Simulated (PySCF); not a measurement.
C4H9PS.
SMILES: `C[C@H]1C[P@@H](=S)C1`

The closed-shell ground state was solved at several levels (PySCF, density fitting, gas phase, non-relativistic). The structure is a single GFN2-xTB conformer in the gas phase; no vibrational or solvent corrections.

```json
{"level": "PBE0/def2-SVPD", "basis functions": "203", "total energy (Eh)": "-896.6078", "HOMO (eV)": "-6.60", "LUMO (eV)": "0.24", "gap (eV)": "6.84", "dipole (D)": "4.90"}
{"level": "PBE0/pcSseg-1", "basis functions": "161", "total energy (Eh)": "-896.8788", "HOMO (eV)": "-6.59", "LUMO (eV)": "0.51", "gap (eV)": "7.10", "dipole (D)": "4.77"}
```

Q: Estimate the row for CAM-B3LYP/def2-SVPD, a basis of 203 functions; the other rows only guide the guess.

A: Total energy -896.9752 Eh, HOMO -7.84 eV, LUMO 0.98 eV, gap 8.82 eV, dipole 4.95 D.

Q: Over all these levels, which gives the widest orbital gap and which the narrowest?

A: CAM-B3LYP/def2-SVPD (range-separated hybrid) has the widest, 8.82 eV, and PBE0/def2-SVPD (global hybrid, 25 % exact exchange) the narrowest, 6.84 eV. The two share the basis. From the narrowest to the widest the HOMO moves by -1.24 eV and the LUMO by +0.74 eV.

Q: How far do the dipole and the HOMO energy spread over the levels?

A: The dipole runs from 4.77 to 4.95 D (mean 4.87 D) and the HOMO from -7.84 to -6.59 eV.
